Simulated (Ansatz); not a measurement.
# CF3 (trifluoromethyl radical): methods side by side

CF3: 4 atoms, total charge 0, spin state doublet. As SMILES, `F[C](F)F`. Geometry: relaxed at PBE0-D4/def2-TZVP.

| atom | x (Å) | y (Å) | z (Å) |
| --- | --- | --- | --- |
| F | -1.2275 | 0.0249 | 0.2654 |
| C | -0.0395 | -0.0595 | -0.2867 |
| F | 0.6589 | -1.0449 | 0.2273 |
| F | 0.6081 | 1.0795 | -0.2059 |

Each level gives the energy change with the C2–F4 bond stretched from 1.313 to 1.969 Å (eV). The values are calculated.

```json
{"level": "UHF/STO-3G", "kind": "Hartree–Fock", "program": "Ansatz", "value (eV)": "2.32", "CPU time (all runs)": "0.56 s"}
{"level": "USVWN5/STO-3G", "kind": "LDA", "program": "Ansatz", "value (eV)": "2.54", "CPU time (all runs)": "1.9 s"}
{"level": "U-revPBE/STO-3G", "kind": "GGA", "program": "Ansatz", "value (eV)": "1.86", "CPU time (all runs)": "3.6 s"}
{"level": "UBLYP/STO-3G", "kind": "GGA", "program": "Ansatz", "value (eV)": "1.79", "CPU time (all runs)": "3.4 s"}
{"level": "UPBE/STO-3G", "kind": "GGA", "program": "Ansatz", "value (eV)": "2.02", "CPU time (all runs)": "3.5 s"}
{"level": "U-r2SCAN/STO-3G", "kind": "meta-GGA", "program": "Ansatz", "value (eV)": "2.26", "CPU time (all runs)": "9.4 s"}
{"level": "U-r2SCAN0/STO-3G", "kind": "hybrid meta-GGA", "program": "Ansatz", "value (eV)": "2.66", "CPU time (all runs)": "9.6 s"}
{"level": "UB3LYP/STO-3G", "kind": "global hybrid", "program": "Ansatz", "value (eV)": "2.33", "CPU time (all runs)": "4 s"}
{"level": "UBHLYP/STO-3G", "kind": "global hybrid", "program": "Ansatz", "value (eV)": "2.68", "CPU time (all runs)": "3.9 s"}
{"level": "UPBE0/STO-3G", "kind": "global hybrid", "program": "Ansatz", "value (eV)": "2.59", "CPU time (all runs)": "4 s"}
```

The first shape isn't each level's own minimum. The values span 1.79 to 2.68 eV. Spin contamination of the reference (⟨S²⟩ at least 0.1 too high) touches UHF/STO-3G, U-r2SCAN0/STO-3G, UBHLYP/STO-3G. All rows use very small basis sets, so none should be taken for the real molecule's value. CPU times are rough (shared hosts, several kinds of processor and program).
